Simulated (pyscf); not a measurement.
## Four-centre exchange: H₃C–CH₂–Zn–OH + water (H₂O) -> ethane (H₃C–CH₃) + HO–Zn–OH

Gas phase, singlet surface, charge 0. Bonds broken: C2–Zn3, O11–H12. Bonds formed: C2–H12, Zn3–O11. Optimised with ωB97X-D3(BJ)/def2-SVP in PySCF.

Transition state (Å):

```xyz
13

C      1.1524     0.8614    -0.8594
C     -0.2118     1.0723    -0.1877
Zn    -1.0130    -0.8704     0.3925
O     -1.8116    -2.2331    -0.4515
H      1.9567     0.8062    -0.1074
H      1.4126     1.6709    -1.5625
H      1.1851    -0.0819    -1.4311
H     -1.0217     1.0831    -0.9460
H     -0.2769     2.0854     0.2483
H     -1.9042    -3.0210     0.0946
O     -0.3102    -0.1938     2.1146
H     -0.2475     0.5997     1.1572
H     -0.8691     0.0579     2.8610
```

One imaginary mode, 1441i cm⁻¹; descent along it reached the two sides named, in the forms told below.

```json
[
 {"bond": "C2–Zn3", "change": "breaks", "reactant side (Å)": "1.949", "saddle": "2.180", "product side": "2.9"},
 {"bond": "O11–H12", "change": "breaks", "reactant side (Å)": "0.965", "saddle": "1.245", "product side": "2.552"},
 {"bond": "C2–H12", "change": "forms", "reactant side (Å)": "4.0", "saddle": "1.426", "product side": "1.105"},
 {"bond": "Zn3–O11", "change": "forms", "reactant side (Å)": "2.240", "saddle": "1.979", "product side": "1.780"}
]
```

Electronic energies relative to the separated reactants (kJ/mol):

| level | barrier | reaction energy | reverse barrier |
|---|---|---|---|
| ωB97X-D3(BJ)/def2-TZVP | 87.5 | -58.8 | 146.2 |
| PBE/def2-TZVP | 83.0 | -56.4 | 139.4 |
| r²SCAN/def2-TZVP | 75.8 | -62.2 | 138.0 |
| B3LYP-D3(BJ)/def2-TZVP | 92.4 | -60.1 | 152.4 |
| PBE0-D3(BJ)/def2-TZVP | 81.6 | -54.4 | 136.1 |
| M06-2X/def2-TZVP | 70.2 | -65.6 | 135.8 |
| ωB97M-D3(BJ)/def2-TZVP | 91.2 | -58.2 | 149.4 |
| HF/def2-TZVP | 130.7 | -81.3 | 212.0 |

With ωB97M-D3(BJ)/def2-TZVP energies and thermal terms (ideal gas, 1 atm, RRHO with modes under 100 cm⁻¹ raised to 100, one conformer, R ln 2 for chiral ones without a mode under 150 cm⁻¹), in kJ/mol:

```csv
T (K),ΔH‡,ΔG‡,ΔH,ΔG
298,82.1,126.8,-57.3,-53.7
600,83.5,171.7,-59.2,-49.1
900,86.6,215.2,-60.0,-43.9
1200,90.3,257.5,-60.2,-38.5
```

On the reactant side the descent ends in a bound adduct (not fully relaxed), 54.5 kJ/mol under the separated species and 142.0 kJ/mol under the saddle at ωB97X-D3(BJ)/def2-TZVP. This is the saddle that the search found; another between the same sides may lie lower. Elements up to Kr have no core potential and no relativistic terms here.
